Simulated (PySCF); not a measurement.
## Threshold energies of HF in a plasma

PBE0 in PySCF with def2-TZVPPD on every atom, for the lowest determinant that a PBE0 search found; no spin–orbit coupling.

```
species  state (unpaired electrons)  Re (Å)  ωe (cm⁻¹)  energy of the minimum from the neutral (eV)  De (eV)  dissociates to
     HF      singlet (closed shell)   0.918       4149                                         0.00     5.94           H + F
    HF⁺               doublet (π ↑)   1.007       3052                                        15.93     3.64          H⁺ + F
```

Task: Work out the lowest energy to break HF into atoms, from its vibrational ground state.

Result: D0 = De − ωe/2 = 5.94 − 0.26 = 5.68 eV (PBE0/def2-TZVPPD).

Task: Work out the ionisation energy of the H atom at this level and the threshold of dissociative ionisation.

Result: IE(H) = 15.93 + 3.64 − 5.94 = 13.63 eV, so H⁺ + F + e⁻ appears at D0 + IE(H) = 19.31 eV (PBE0/def2-TZVPPD). The measured IE(H) is 13.598 eV (NIST ASD).

These are thermodynamic thresholds; the onsets seen under electron impact lie higher where the geometry changes, and cross-sections peak well above them.

For an ion De counts to the pair picked by the measured ionisation energies or electron affinities, which need not be the lowest pair at this level. States were picked by a PBE0 search and need not be the measured ground states.
